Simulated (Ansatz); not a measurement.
Reaction (SMILES): CCCC -> C[CH]CC + H atom (the C-H bond breaks)

Quantity: bond dissociation energy (enthalpy at 298 K), in kcal/mol. Set-up: LANL2DZ all-electron up to Ne; 6-31G* and kin with 6d, 5d where marked; 6-311+G** with 5d; spin-orbit terms left out; non-relativistic; dispersion terms only where a functional's name holds one; open shells spin-unrestricted. Ab initio and DFT rows: single points at B3LYP-D3(BJ) geometries (Ansatz, a first-principles code), with unscaled harmonic terms from B3LYP/6-31G* at its own minima.

```
level             program  bond dissociation energy (enthalpy at 298 K) (kcal/mol)
----------------  -------  -------------------------------------------------------
B3LYP/STO-3G       Ansatz                                                    125.4
B3LYP/3-21G        Ansatz                                                     99.1
B3LYP/LANL2DZ      Ansatz                                                     96.0
B3LYP/6-31G        Ansatz                                                     95.9
B3LYP/6-31G*       Ansatz                                                     96.5
B3LYP/6-31+G*      Ansatz                                                     95.5
B3LYP/6-31G**      Ansatz                                                     97.1
B3LYP/def2-SVP     Ansatz                                                     94.8
B3LYP/cc-pVDZ      Ansatz                                                     94.5
B3LYP/6-311+G**    Ansatz                                                     94.9
B3LYP/def2-TZVPD   Ansatz                                                     94.7
```

No value to compare with is used here. The 10 habitual levels span 94.5 (B3LYP/cc-pVDZ) to 125.4 kcal/mol (B3LYP/STO-3G); B3LYP/def2-TZVPD gives 94.7.

The sets are all those run for this method; runs whose electronic state is in doubt are left out.
